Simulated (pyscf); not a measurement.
CH₄ + [H₃C–In–NH₂]• → H₃C–In(CH₃)–NH₂ + H•, a substitution at C (doublet surface; C–H broken, C–In formed). Single points on ωB97X-D3(BJ)/def2-SVP structures (PySCF, gas phase). Energies in kcal/mol from the separated reactants.

Small-basis levels: PySCF, no dispersion term, spherical d functions. AM1 to PM7: differences of heats of formation from MOPAC, which are fitted to 298 K values and so differ in kind from electronic energies by zero-point and thermal terms. Open shells are spin-unrestricted. 

| level | barrier | reaction energy |
|---|---|---|
| MP2/6-31G*+LANL2DZ | 64.4 | +38.1 |
| SVWN5/6-31G*+LANL2DZ | 45.9 | +45.5 |
| PBE/6-31G*+LANL2DZ | 52.0 | +44.6 |
| B3LYP/LANL2DZ | 57.7 | +44.9 |
| B3LYP/6-31G*+LANL2DZ | 57.5 | +46.4 |
| PBE/def2-SVP | 51.4 | +46.0 |
| B3LYP/def2-SVP | 58.1 | +50.4 |
| PM6 | 67.1 | +64.6 |
| PM7 | 78.1 | +71.8 |
| ωB97M-D3(BJ)/def2-TZVP | 58.9 | +45.2 |

Against the last row the barrier runs from -13.0 (SVWN5/6-31G*+LANL2DZ) to +19.3 kcal/mol (PM7). ωB97M-D3(BJ)/def2-TZVP has limits of its own. One saddle was located; it need not be the lowest between these sides. The angle at the attacked C is 178°. In the def2 sets elements past Kr carry core potentials, without spin-orbit coupling.
